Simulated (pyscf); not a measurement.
# Substitution at Si: H₃Si–SiH₃ + F–C•(F)–F → F–C(F)(F)–SiH₃ + SiH₃•

Gas phase, doublet surface, charge 0. Bonds broken: Si1–Si2. Bonds formed: Si1–C10. PySCF, gas phase, ωB97X-D3(BJ)/def2-SVP geometries.

Transition state (Å):

```xyz
12

Si    -0.8368     0.2003     0.2973
Si     0.4921     1.2943    -1.3797
H     -0.6444    -1.1935    -0.2133
H     -2.1212     0.9054    -0.0071
H     -0.0392     0.6465     1.4821
H      0.4853     2.7673    -1.1388
H      1.8929     0.7833    -1.3128
H     -0.0805     1.0061    -2.7277
F     -3.0640    -1.4598     1.2342
C     -2.0635    -0.8186     1.8277
F     -2.5557     0.0776     2.6755
F     -1.3148    -1.6901     2.4944
```

One imaginary mode, 597i cm⁻¹; descent along it reached the two sides named.

```json
[
 {"bond": "Si1–Si2", "change": "breaks", "reactant side (Å)": "2.337", "saddle": "2.403", "product side": "3.4"},
 {"bond": "Si1–C10", "change": "forms", "reactant side (Å)": "3.3", "saddle": "2.210", "product side": "1.933"}
]
```

Electronic energies relative to the separated reactants (kJ/mol):

| level | barrier | reaction energy | reverse barrier |
|---|---|---|---|
| ωB97X-D3(BJ)/def2-TZVP | 28.7 | -15.1 | 43.8 |
| PBE/def2-TZVP | 1.4 | -23.7 | 25.1 |
| r²SCAN/def2-TZVP | 7.9 | -25.2 | 33.1 |
| B3LYP-D3(BJ)/def2-TZVP | 20.5 | -27.5 | 48.0 |
| PBE0-D3(BJ)/def2-TZVP | 14.9 | -21.3 | 36.2 |
| M06-2X/def2-TZVP | 22.5 | -43.7 | 66.2 |
| ωB97M-D3(BJ)/def2-TZVP | 27.3 | -36.3 | 63.6 |
| HF/def2-TZVP | 129.1 | -17.5 | 146.6 |

With ωB97M-D3(BJ)/def2-TZVP energies and thermal terms (ideal gas, 1 atm, RRHO with modes under 100 cm⁻¹ raised to 100, one conformer, R ln 2 for chiral ones without a mode under 150 cm⁻¹), in kJ/mol:

```json
[
 {"T (K)": "298", "ΔH‡": "26.8", "ΔG‡": "72.0", "ΔH": "-37.3", "ΔG": "-34.4"},
 {"T (K)": "600", "ΔH‡": "29.8", "ΔG‡": "116.5", "ΔH": "-36.7", "ΔG": "-31.7"},
 {"T (K)": "900", "ΔH‡": "32.8", "ΔG‡": "159.2", "ΔH": "-36.4", "ΔG": "-29.3"},
 {"T (K)": "1200", "ΔH‡": "35.7", "ΔG‡": "200.9", "ΔH": "-36.3", "ΔG": "-26.9"}
]
```

This is the saddle that the search found; another between the same sides may lie lower. The angle at the attacked Si is 180°.
